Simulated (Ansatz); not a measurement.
**Relaxing Ba₂FeMoO₆**

Theory: Ansatz, DFT PBEsol, scalar-relativistic, plane waves, PAW. Cutoff 420 eV, Γ-centred k mesh, Gaussian smearing, collinear spin, first started from parallel moments.

This is the end of a relaxation of cell and atoms.

```yaml
crystal:
  lattice:
    - [0.00000, 4.00592, 4.00592]
    - [4.00592, 0.00000, 4.00592]
    - [4.00592, 4.00592, 0.00000]
  atoms:
    - { symbol: Ba, position: [0.25000, 0.25000, 0.25000] }
    - { symbol: Ba, position: [0.75000, 0.75000, 0.75000] }
    - { symbol: Fe, position: [0.50000, 0.50000, 0.50000] }
    - { symbol: Mo, position: [0.00000, 0.00000, 0.00000] }
    - { symbol: O, position: [0.75756, 0.24244, 0.24244] }
    - { symbol: O, position: [0.24244, 0.75756, 0.24244] }
    - { symbol: O, position: [0.24244, 0.75756, 0.75756] }
    - { symbol: O, position: [0.75756, 0.24244, 0.75756] }
    - { symbol: O, position: [0.24244, 0.24244, 0.75756] }
    - { symbol: O, position: [0.75756, 0.75756, 0.24244] }
```

Formation energies are uncorrected and refer to the elements' standard structures at the same level (O₂ as a molecule).

Problem. What space group does it have?

Solution. Fm-3m (No. 225). Conventional cell: a = 8.012 Å. Around Ba lie 12 O at 2.83 Å; Fe is coordinated by 6 O at 2.06 Å; Mo has 6 O at 1.94 Å; O is coordinated by 1 Mo at 1.94 Å and 1 Fe at 2.06 Å.

Problem. What is its formation energy per atom?

Solution. -2.39 eV/atom.

Problem. Is it a metal?

Solution. Yes, bands cross the Fermi level on the 8×8×8 mesh.

Problem. What net moment does it keep?

Solution. 0.40 μB per atom, with site moments up to 3.51 μB.

The final run used a 8×8×8 mesh on its 10-atom cell and 0.10 eV smearing. The k mesh leaves about 4 meV/atom of noise in metals.

Cost: 2 runs of about 4.8 core-minutes in all, on Arm Neoverse V1 (shared hosts).